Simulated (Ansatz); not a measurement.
C₂H₂N₂O₂. The species carries charge 0 and has multiplicity 1. The bonds changed during the relaxation, so this is another structure than the one it started from.

```xyz
8

N     0.220    1.418    0.457
C     0.440    0.101    0.270
N    -0.625   -0.480   -0.463
C    -0.753   -1.636   -0.806
O    -0.981   -2.703   -1.185
O     1.399   -0.508    0.664
H    -0.605    1.860    0.099
H     0.905    1.947    0.964
```

(1) Give the diagnostics of a CCSD(T)/def2-TZVPP run (frozen core, the Gaussian-basis code of Ansatz). (An estimate is asked.)

## Answers

(1) Computed: T1 = 0.0176, largest single amplitude 0.049, largest double 0.036, (T) share of the correlation energy 4.6 %, 12 CCSD cycles. The RHF solution is stable towards an unrestricted one. T1 lies under the customary mark of 0.02 for closed shells.
